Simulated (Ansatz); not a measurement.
**C3H6OS: a ladder of functionals and wavefunction methods**

An exercise on one series of results from a longer session: the logs are not shown, and one member is left open.

Computed with Ansatz 0.2.0, Gaussian basis. Level: functionals in def2-TZVPP, the program's frozen cores in correlated methods.

Plan: LDA (SPW92), PBE-D4, revPBE-D4, BLYP-D4, r2SCAN-D4, B97M-V, PBE0-D4, B3LYP-D4, r2SCANh-D4, r2SCAN0-D4, HSE06-D4, BHLYP-D4, CAM-B3LYP-D4, LC-ωPBE, ωB97X-V, ωB97M-V, B2PLYP, PBE-QIDH; CCSD(T)/def2-SVP; CCSD(T)/def2-TZVPP; MP2/def2-QZVPP; extrapolation to the limit; RPA on PBE.

## Structure used throughout

All runs share one geometry, relaxed beforehand with PBE0-D4 in a triple-zeta def2 set.

SMILES `SCC1CO1`, 11 atoms, charge 0, spin multiplicity 1.

Atoms are counted from 1 here; the program's logs count them from 0.

Bond lengths: S1–C2 1.810 Å, S1–H6 1.343 Å, C2–C3 1.497 Å, C2–H7 1.093 Å, C2–H8 1.091 Å, C3–C4 1.458 Å, C3–O5 1.418 Å, C3–H9 1.089 Å, C4–O5 1.419 Å, C4–H10 1.088 Å, C4–H11 1.087 Å. Angles: C2–S1–H6 96.6°, S1–C2–C3 112.3°, S1–C2–H7 104.9°, S1–C2–H8 110.9°, C3–C2–H7 110.3°, C3–C2–H8 110.5°, H7–C2–H8 107.7°, C2–C3–C4 121.1°, C2–C3–O5 116.0°, C2–C3–H9 115.3°, C4–C3–O5 59.1°, C4–C3–H9 118.2°, O5–C3–H9 114.8°, C3–C4–O5 59.0°, C3–C4–H10 119.2°, C3–C4–H11 119.9°, O5–C4–H10 115.1°, O5–C4–H11 115.4° and more.

The first run:

Input file in.yaml:

```yaml
crystal:
  periodic: [false, false, false]
  atoms:
    - {symbol: S, position_ang: [-1.476591, -0.055879, -1.785221]}
    - {symbol: C, position_ang: [-0.588145, -0.872433, -0.436754]}
    - {symbol: C, position_ang: [-0.227300, 0.076742, 0.663595]}
    - {symbol: C, position_ang: [1.093137, 0.691739, 0.724514]}
    - {symbol: O, position_ang: [0.747023, -0.381544, 1.586294]}
    - {symbol: H, position_ang: [-0.489498, 0.785395, -2.133296]}
    - {symbol: H, position_ang: [-1.277163, -1.636238, -0.067678]}
    - {symbol: H, position_ang: [0.302137, -1.381807, -0.808915]}
    - {symbol: H, position_ang: [-1.064063, 0.609994, 1.111476]}
    - {symbol: H, position_ang: [1.826985, 0.450775, -0.042169]}
    - {symbol: H, position_ang: [1.218976, 1.656457, 1.208853]}
basis:
  gaussian: {orbitals: def2-TZVPP}
hamiltonian: {xc: lda}
output: {orbitals: {seedname: orbitals}}
```

Launch:

```console
ansatz run in.yaml --threads 4 --pin off --events-out ev --progress --plain --max-ram 10444MiB
```

Steps of the session up to this table: LDA; PBE-D4 (GGA); revPBE-D4 (GGA); BLYP-D4 (GGA); r2SCAN-D4 (meta-GGA); B97M-V (meta-GGA); PBE0-D4 (hybrid); B3LYP-D4 (hybrid); r2SCANh-D4 (hybrid); r2SCAN0-D4 (hybrid); HSE06-D4 (hybrid); BHLYP-D4 (hybrid); CAM-B3LYP-D4 (range-separated); LC-ωPBE (range-separated); ωB97X-V (range-separated); ωB97M-V (range-separated); B2PLYP (double hybrid); PBE-QIDH (double hybrid).

One of the session's tables, all rows but one given; the rest of the session is left out.

It belongs to the step «Frontier levels by functional». 

| functional | HOMO (eV) | LUMO (eV) | gap (eV) |
| --- | --- | --- | --- |
| LDA (SPW92) | -5.93 | -0.74 | 5.19 |
| PBE-D4 | ? | ? | ? |
| revPBE-D4 | -5.75 | -0.46 | 5.29 |
| BLYP-D4 | -5.66 | -0.48 | 5.18 |
| r2SCAN-D4 | -6.07 | -0.19 | 5.88 |
| B97M-V | -6.17 | -0.34 | 5.83 |
| PBE0-D4 | -7.08 | 0.40 | 7.47 |
| B3LYP-D4 | -6.84 | 0.10 | 6.94 |
| r2SCANh-D4 | -6.54 | 0.16 | 6.70 |
| r2SCAN0-D4 | -7.25 | 0.65 | 7.90 |
| HSE06-D4 | -6.67 | 0.02 | 6.69 |
| BHLYP-D4 | -8.22 | 1.21 | 9.43 |
| CAM-B3LYP-D4 | -8.45 | 1.34 | 9.80 |
| LC-ωPBE | -9.87 | 2.64 | 12.51 |
| ωB97X-V | -9.50 | 2.44 | 11.94 |
| ωB97M-V | -9.33 | 2.13 | 11.47 |

Q: Estimate the row for PBE-D4 from the others.

**Answer.** HOMO (eV): -5.80; LUMO (eV): -0.55; gap (eV): 5.25. In the column «HOMO (eV)» it lies between LDA (SPW92) (-5.93) and revPBE-D4 (-5.75).
